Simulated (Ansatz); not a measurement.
A nudged elastic band was laid between two geometries of BClH3Si (6 atoms, charge 0, multiplicity 2).

All numbers below come from UKS PBE0/def2-SVP (Ansatz 0.2.0).

| Item | Value |
| --- | --- |
| movable images | 5 |
| climbing image | yes |
| spring | 5.0 eV/Å² |
| optimiser | quadratic models (default) |
| start path | through a guess of the saddle point |
| force threshold | 0.05 eV/Å |
| iteration limit | 48 |
| end points | relaxed |

First end point:

```xyz
6
Properties=species:S:1:pos:R:3
Si -0.687 0.458 -0.480
B 0.764 -0.335 0.542
Cl 0.969 -2.079 0.609
H -1.692 -0.325 -1.251
H -0.901 1.929 -0.567
H 1.548 0.352 1.148
```

Last end point:

```xyz
6
Properties=species:S:1:pos:R:3
Si -0.687 0.458 -0.480
B 0.763 -0.336 0.543
Cl 0.975 -2.078 0.601
H -0.907 1.929 -0.559
H -1.686 -0.324 -1.261
H 1.542 0.351 1.156
```

(1) Which bonds break or form, and what moves?

(2) What energy profile does the band end with?

(3) What is the geometry of the highest image?

(4) What are the harmonic wavenumbers there?

## Answers

(1) No bond is made or broken. The dihedral H4–Si1–B2–Cl3 goes from 0 to -180°. The two ends are copies of one structure, up to a mirror image or an exchange of like atoms.

(2) The run converged. The highest image is number 3 of 0 to 6, 0.42 eV above the ends, which have the same energy within 2 meV. A vibrational analysis at the climbing image gives one clearly imaginary mode, 254i cm⁻¹: a first-order saddle point.

```csv
image,path coordinate (Å),energy (eV),dihedral H4–Si1–B2–Cl3 (°)
0,0.00,0.00,0
1,0.70,0.12,15
2,1.40,0.33,33
3,2.09,0.42,62
4,2.78,0.33,97
5,3.47,0.12,138
6,4.16,0.00,-180
```

(3) 
```xyz
6
Properties=species:S:1:pos:R:3
Si -0.810 0.739 -0.265
B 0.655 -0.292 0.686
Cl 1.422 -1.644 -0.112
H -1.992 -0.130 -0.569
H -0.326 1.367 -1.536
H 1.052 -0.040 1.797
```

(4) 254i, 182, 426, 535, 628, 760, 853, 894, 1069, 2198, 2218, 2646 cm⁻¹.

Run time: 5.3 min on 1 thread of Intel(R) Xeon(R) Processor @ 2.50GHz (Skylake/Cascade Lake), on a shared host, peak memory 0.17 GiB.
